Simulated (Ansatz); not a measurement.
System: fcc Ca. Method: PBE (Ansatz, a quantum-chemistry and plane-wave program, PAW).

Run with plane-wave cutoff 520 eV, 18×18×18 k mesh, Fermi–Dirac smearing 0.05 eV, scalar-relativistic PAW data made under PBE.

Computed at the level's own relaxed cell.

Question: What does this level give for the volume per atom, bulk modulus B0, lattice constant a and pressure derivative B′ of the bulk modulus?

Answer: 
- volume per atom: 42.20 Å³/atom
- bulk modulus B0: 17.4 GPa
- lattice constant a: 5.526 Å
- pressure derivative B′ of the bulk modulus: 3.2

The run finds no gap.

Measured, for comparison: equilibrium volume per atom 42.81 Å³/atom, lattice constant a 5.553 Å (low-temperature or extrapolated to 0 K; zero-point anharmonic expansion removed; as tabulated in Csonka et al. (2009), arXiv:0903.4037); bulk modulus 18.6 GPa (corrected for temperature and zero-point phonon effects, our sources range from 15.9 to 18.7; as tabulated in Levämäki et al. (2014), arXiv:1402.3671). Computed (rounded) less measured: equilibrium volume per atom -1.4 %, bulk modulus not scored (sources differ), lattice constant a -0.5 %.

It cost roughly 40 core-seconds of CPU time.
